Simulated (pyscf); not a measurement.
Structures and frequencies: ωB97X-D3(BJ)/def2-SVP in PySCF.

**Question.** H₂N–SiH₂–NH–SiH₂–NH₂ (SMILES N[SiH2]N[SiH2]N) + SiH₄ (SMILES [SiH4]) → H₂N–SiH₂–NH–SiH₂–NH–SiH₃ (SMILES N[SiH2]N[SiH2]N[SiH3]) + H₂ (SMILES [H][H])
Surface: singlet. Broken: H–N, H–Si. Formed: N–Si, H–H. Give ΔE‡ and ΔE from ωB97M-D3(BJ)/def2-TZVP, relative to the separated reactants.

**Answer.** ΔE‡ = 167.5 kJ/mol, ΔE = -32.9 kJ/mol. Zero-point energy shifts the barrier by -1.4 kJ/mol. It is a four-centre exchange, with an imaginary mode of 1447i cm⁻¹. On the reactant side the descent ends in a complex, 17.6 kJ/mol under the separated species and 178.9 kJ/mol under the saddle at ωB97X-D3(BJ)/def2-TZVP. At the saddle there is also a short H–Si contact that neither side keeps. One saddle was located; it need not be the lowest between these sides.
